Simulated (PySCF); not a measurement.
Species: 2,2,2-trifluoroethanethiol, C2H3F3S.
Bonds: F1–C2, C2–F3, C2–F4, C2–C5, C5–S6. Hydrogens: H7, H8 on C5; H9 on S6.

Method: PBE0-D3(BJ)/def2-SVP geometry optimisation, gas phase (PySCF 2.14.0).

**Question.** Give the optimised bond lengths and angles.

**Answer.** 
```
               bond  length (bohr)
F1–C2, C2–F3, C2–F4          2.522
              C2–C5          2.856
              C5–S6          3.415
       C5–H7, C5–H8          2.077
              S6–H9          2.551
```

Bonds in one row agree within 0.02 bohr and their mean is given. A selection of angles:
```
   angle  degrees
F1–C2–F3    107.4
F1–C2–C5    111.4
F3–C2–C5    109.9
C2–C5–S6    114.4
C2–C5–H7    108.2
S6–C5–H7    111.6
S6–C5–H8    106.6
H7–C5–H8    107.8
C5–S6–H9     95.8
```

Dihedral angles: F1–C2–C5–S6 -60° (synclinal); H9–S6–C5–C2 67° (synclinal). The mirror-image conformer, all signs reversed, is as good.

S6 (thiol sulfur) is bent (angle 95.8°). Of the pairs four or more bonds apart, F1···H9 is among the closest relative to their van der Waals radii: 2.70 Å, 101 % of the sum of Bondi's values.

No frequency check. One conformer, not necessarily the lowest (C2–C5–S6–H 67°).
